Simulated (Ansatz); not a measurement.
## Fluorite SrCl2

All values below come from PBE-D4 in Ansatz (PAW).

Settings: plane-wave cutoff 520 eV, 8×8×8 k mesh, Fermi–Dirac smearing 0.01 eV, scalar-relativistic PAW data made under PBE.

Cell: relaxed at this level.

For fluorite SrCl2, the equilibrium volume per atom is 28.20 Å³/atom and the lattice constant a is 6.968 Å. The band gap comes out as 5.36 eV. The smallest direct gap on the k points sampled comes out as 5.51 eV and the Γ–Γ gap is 5.69 eV.

Measured, for comparison: band gap 7.5 eV (temperature not stated, no zero-point or thermal correction; as tabulated in Aguado et al. (1999), arXiv:cond-mat/9901145); equilibrium volume per atom 28.27 Å³/atom, lattice constant a 6.974 Å (room temperature, no zero-point or thermal correction; as tabulated in Kanchana et al., Calculated structural, elastic and electronic properties of …). Computed (rounded) less measured: equilibrium volume per atom -0.2 %, lattice constant a -0.1 %.

Spin–orbit coupling is not included.

The result took roughly 40 core-seconds.

Ansatz is a program for electronic structure.
